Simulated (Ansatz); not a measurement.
# BNH (quartet): from Hartree-Fock to the top rungs, def2-QZVPP

An exercise on one series of results from a longer session: the logs are not shown, and one member is left open.

Program: Ansatz 0.2.0, Gaussian basis. Level of theory: def2-QZVPP, core rule «outside noble gas», up to 2 orbitals frozen. These are calculated values, not measurements.

Plan: UHF; ROHF; CCSD(T) on UHF.

## What is computed

The geometry is a PBE0/def2-TZVP stationary point (not a proven minimum).

3 atoms, charge 0, spin multiplicity 4.

Atoms are counted from 1 here; the program's logs count them from 0.

Bond lengths: B1–N2 1.503 Å, B1–H3 1.206 Å. Angles: N2–B1–H3 117.0°.

Set-up of the first run:

File in.yaml:

```yaml
crystal:
  periodic: [false, false, false]
  atoms:
    - {symbol: B, position_ang: [0.000000, -0.185227, 0.772970]}
    - {symbol: N, position_ang: [0.000000, 0.087426, -0.705019]}
    - {symbol: H, position_ang: [0.000000, 0.771807, 1.506451]}
basis:
  gaussian: {orbitals: "def2-QZVPP.json"}
magnetization: {spin_polarized: true, initial_magnetization: 3}
hamiltonian: {xc: hf}
output: {orbitals: {seedname: orbitals}}
```

Started as:

```bash
ansatz run in.yaml --threads 1 --pin off --events-out ev --progress --plain --max-ram 2393MiB
```

Steps of the session up to this table: UHF; ROHF; CCSD(T) on UHF.

One table of the session follows, with a row left open; its other results are not shown here.

| method | from UCCSD(T) (kJ/mol) |
| --- | --- |
| ROHF | +653.8 |
| UHF | +635.8 |
| UMP2 | ? |
| UCCSD | +20.9 |
| UCCSD(T) | 0 |

Estimate the missing values for UMP2.

**Answer.** from UCCSD(T) (kJ/mol): +91.2. In the column «from UCCSD(T) (kJ/mol)» it lies between UCCSD (+20.9) and UHF (+635.8).
